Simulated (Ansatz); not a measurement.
Basis sets over 5 cases of the optimised length of bonds to hydrogen at B3LYP with Ansatz (Al to Cl present), each against its own reference: (a) the value in aug-cc-pV5Z; (b) the value in aug-cc-pVQZ; (c) the value in def2-QZVPPD; (d) the value in pcseg-3. By their distance from other large sets or by the extrapolation step the references are unsure by up to roughly 0.0008 Å. Each level at its own minimum; unrestricted open shells; no added dispersion term; no relativity. Cartesian d functions in some cases of 6-31+G*. (X+d) sets on Al to Cl for cc-pVXZ and aug-cc-pVXZ. 

Cases are drawn at random; left out are references unsure by over 0.0033 Å, doubtful singlets, and cases whose largest runs show a restricted determinant unstable towards unrestricted orbitals, <S^2> over 0.1 too high or, where CCSD(T) ran, T1 over 0.025 (0.045 for open shells). Sets are drawn from those converged to one state in every case.

Cases (SMILES) and reference values:
- P (PH3), one P-H bond length: 1.4167 Å (b)
- [SH] (SH), doublet, one S-H bond length: 1.3455 Å (a)
- [S]C (CH3-S), doublet, one C-H bond length: 1.0937 Å (d)
- Cl (HCl), one Cl-H bond length: 1.2804 Å (a)
- [SiH4] (SiH4), one Si-H bond length: 1.4790 Å (c)

```
basis            functions over def2-SVP (largest species, mean of cases)  mean signed deviation (Å)  mean absolute  largest  within 0.01 Å
---------------  --------------------------------------------------------  -------------------------  -------------  -------  -------------
STO-3G                                                                0.4                     0.0103         0.0276   0.0615         1 of 5
6-31G                                                                 0.6                     0.0278         0.0278   0.0418         1 of 5
3-21G                                                                 0.6                     0.0239         0.0239   0.0363         1 of 5
6-31+G*                                                               1.0                     0.0079         0.0079   0.0100         5 of 5
pcseg-1                                                               1.0                     0.0125         0.0125   0.0159         1 of 5
cc-pVDZ                                                               1.2                     0.0119         0.0119   0.0133         0 of 5
6-311++G(2d,2p)                                                       2.0                     0.0003         0.0004   0.0010         5 of 5
def2-TZVPP                                                            2.5                     0.0008         0.0008   0.0014         5 of 5
def2-TZVPPD                                                           3.0                     0.0008         0.0008   0.0013         5 of 5
cc-pVQZ                                                               4.4                    -0.0001         0.0002   0.0009         5 of 5
```

Among the sets for which every case ran a larger relative (same family, alike in diffuse functions, listed or not), the smallest listed that holds all cases within 0.01 Å together with them is 6-31+G*, at 1.0 times the functions of def2-SVP. Inside, though some case ran no larger relative to test it: def2-TZVPPD, cc-pVQZ. Largest deviations of relatives not listed, over the cases that ran them: 6-311+G** 0.0076, 6-311++G(3df,3pd) 0.0012, cc-pV5Z 0.0001, def2-QZVPPD 0.0008, def2-QZVP 0.0008, def2-QZVPP 0.0008 Å. A case lies within its reference's uncertainty of the window's edge in 6-31+G*, pcseg-1, cc-pVDZ. These figures hold for the cases listed.

Ansatz is a program for electronic structure.
